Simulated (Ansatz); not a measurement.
**CCSD/STO-3G run of [CHO2]− (formate(1-))**

Aim: the vertical singlet–triplet gap of [CHO2]− (formate(1-)) at CCSD/STO-3G, from 2 runs. 

Program for the calculation: Ansatz 0.2.0.

8 further runs of the same task are left out: 5 that didn't finish, 3 set aside as unsound or not needed.

## (1) The molecule

[CHO2]− has 4 atoms, charge -1, and is taken as a singlet. SMILES: `O=C[O-]`. The coordinates come from a PBE0-D4/def2-TZVPD relaxation.

Bond lengths: O1–C2 1.246 Å, C2–O3 1.246 Å, C2–H4 1.139 Å. Angles: O1–C2–O3 130.4°, O1–C2–H4 114.8°, O3–C2–H4 114.8°.

## (2) The energy at CCSD/STO-3G

The input, input.yaml:

```yaml
crystal:
  periodic: [false, false, false]
  atoms:
    - {symbol: O, position_ang: [-1.183780, 0.021190, 0.418310]}
    - {symbol: C, position_ang: [-0.008510, -0.020630, 0.007780]}
    - {symbol: O, position_ang: [0.790720, -0.973690, -0.058790]}
    - {symbol: H, position_ang: [0.401570, 0.973130, -0.367300]}
basis:
  gaussian: {orbitals: STO-3G}
total_charge: -1
correlation: {method: ccsd, frozen_orbitals: {C: 1, H: 0, O: 1}}
accuracy: high
scf: {omitted_lower_state_checks: [cluster_reference, increment]}
```

Command:

```console
$ ansatz run input.yaml --threads 1 --pin off --max-ram 3480MiB --events-out events.jsonl --progress --plain --runs-dir runs
```

Output, cut to the lines that bear on the results:

```text
Warning: RAYON_NUM_THREADS=1 ignored (pool sized by the plan → 1); use --threads N
Functional definition: HF
  name "HF"
[...]
276 factors; integrals over basis functions are off by at most 2.1e-8 eV
[...]
mean field -5046.47937185 eV, -185.4546962890 hartree, gradient 2.7e-8 eV, S^2 0.000000; 0 other end points of the search recorded, 0 dependent functions left out; unrestricted orbitals would lower it
3 core orbitals not correlated: weight in the atoms' cores, before any rotation towards them, 1.000 or more for the frozen orbitals, at most 0.000 for the correlated occupied ones
reference -5046.47937185 eV, -185.4546962890 hartree; 9, 9 occupied and 4, 4 virtual orbitals, 276 factors
second order -4.01094088 eV of doubles, -0.00000000 eV of singles
cycle   1  -4.07721036 eV  change   -6.6e-2 eV  update   9.6e-2
[...]
cycle  21  -4.39445653 eV  change   7.1e-10 eV  update  3.2e-10
Total energy: -5050.87382839 eV, -185.6161895880 hartree
Checks for a lower state left out: cluster_reference, increment
```

Wall time 0.1 s (1 thread of Intel Xeon 6975P-C (Granite Rapids), shared host).

## (3) The triplet

The input, job.yaml:

```yaml
basis:
  gaussian: {orbitals: STO-3G}
crystal:
  periodic: [false, false, false]
  atoms:
    - {symbol: O, position_ang: [-1.183780, 0.021190, 0.418310]}
    - {symbol: C, position_ang: [-0.008510, -0.020630, 0.007780]}
    - {symbol: O, position_ang: [0.790720, -0.973690, -0.058790]}
    - {symbol: H, position_ang: [0.401570, 0.973130, -0.367300]}
magnetization: {spin_polarized: true, initial_magnetization: 2}
correlation: {method: ccsd, frozen_orbitals: {C: 1, H: 0, O: 1}}
scf: {omitted_lower_state_checks: [cluster_reference, increment]}
total_charge: -1
accuracy: high
```

Command:

```console
$ ansatz run job.yaml --threads 1 --pin off --max-ram 3480MiB --events-out events.jsonl --progress --plain --runs-dir runs
```

Output, cut to the lines that bear on the results:

```text
Warning: RAYON_NUM_THREADS=1 ignored (pool sized by the plan → 1); use --threads N
[... 2 set-up lines as earlier in the session ...]
[...]
276 factors; integrals over basis functions are off by at most 2.1e-8 eV
[...]
mean field -5043.69749994 eV, -185.3524643819 hartree, gradient 9.7e-9 eV, S^2 2.004013; 6 other end points of the search recorded, 0 dependent functions left out
3 core orbitals not correlated: weight in the atoms' cores, before any rotation towards them, 1.000 or more for the frozen orbitals, at most 0.000 for the correlated occupied ones
reference -5043.69749994 eV, -185.3524643819 hartree; 10, 8 occupied and 3, 5 virtual orbitals, 276 factors
second order -1.90916572 eV of doubles, -0.00000000 eV of singles
cycle   1  -2.31872536 eV  change   -4.1e-1 eV  update   5.5e-2
[...]
cycle  26  -2.58344693 eV  change   9.6e-10 eV  update   1.1e-9
Total energy: -5046.28094687 eV, -185.4474043054 hartree
Checks for a lower state left out: cluster_reference, increment
```

Run time: 0.2 s. Hardware: 1 thread of Intel Xeon 6975P-C (Granite Rapids), shared host.

## (4) What came out

At CCSD/STO-3G, 3 core orbitals frozen:

| quantity | value |
| --- | --- |
| singlet: total energy | -185.61619 Eh |
| singlet: correlation energy (3 core orbitals frozen) | -161.5 mEh |
| singlet: T1 diagnostic | 0.019 |
| triplet: total energy | -185.44740 Eh |
| triplet: correlation energy (3 core orbitals frozen) | -94.9 mEh |
| triplet: ⟨S²⟩ of the reference determinant | 2.004 |
| triplet: T1 diagnostic | 0.014 |
| vertical energy of the triplet above the singlet | 4.593 eV |

**Reading.** At this shape the triplet lies 4.59 eV (106 kcal/mol) above the singlet. For an anion a state so high probably lies above electron detachment. In a minimal basis such a difference can be off by several eV, whatever the method. The restricted solution (singlet) is unstable to spin breaking: an unrestricted one lies lower.
